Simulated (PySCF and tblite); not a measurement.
The numbers below are computed, except where a source is named.
Stationary points of C$_{3}$H$_{5}$NO at GFN2-xTB, in Å:

Structure A

```
 1 N    -1.625   -0.376   -0.012
 2 C    -0.647    0.357   -0.502
 3 C     0.526    0.643    0.231
 4 C     1.627   -0.213    0.203
 5 O     1.763   -1.298   -0.365
 6 H    -2.392   -0.717   -0.575
 7 H    -1.549   -0.707    0.942
 8 H    -0.751    0.594   -1.563
 9 H     0.595    1.535    0.821
10 H     2.453    0.181    0.821
```

Structure B

```
 1 N    -1.851   -0.024   -0.027
 2 C    -0.550   -0.146   -0.347
 3 C     0.494    0.197    0.441
 4 C     1.844    0.028   -0.026
 5 O     2.176   -0.412   -1.108
 6 H    -2.571   -0.343   -0.646
 7 H    -2.112    0.312    0.883
 8 H    -0.338   -0.545   -1.330
 9 H     0.340    0.601    1.430
10 H     2.614    0.341    0.708
```

Structure C

```
 1 N    -1.300   -0.647   -0.317
 2 C    -0.726    0.553   -0.395
 3 C     0.556    0.785    0.011
 4 C     1.369   -0.254    0.551
 5 O     1.030   -1.423    0.708
 6 H    -2.242   -0.816   -0.617
 7 H    -0.712   -1.385    0.070
 8 H    -1.326    1.359   -0.803
 9 H     0.973    1.774   -0.074
10 H     2.388    0.058    0.843
```

Geometries: GFN2-xTB; energies: PBE0/pcSseg-1 + D3(BJ), IEF-PCM water; zero-point and thermal terms from GFN2-xTB harmonic modes (soft modes blended into free rotors).

Q: Which structure is a saddle point, and along which motion?

A: A: one imaginary mode (1382i cm⁻¹ at GFN2-xTB, mostly on H9, H8), along the rotation about the C2–C3 bond (torsion N1–C2–C3–C4 from 0° to 181°, rising).

Q: Give their symmetry and energies above the lowest.

A: A C1, 37.0 kcal/mol; B Cs, 1.9 kcal/mol; C Cs, 0.0 kcal/mol.
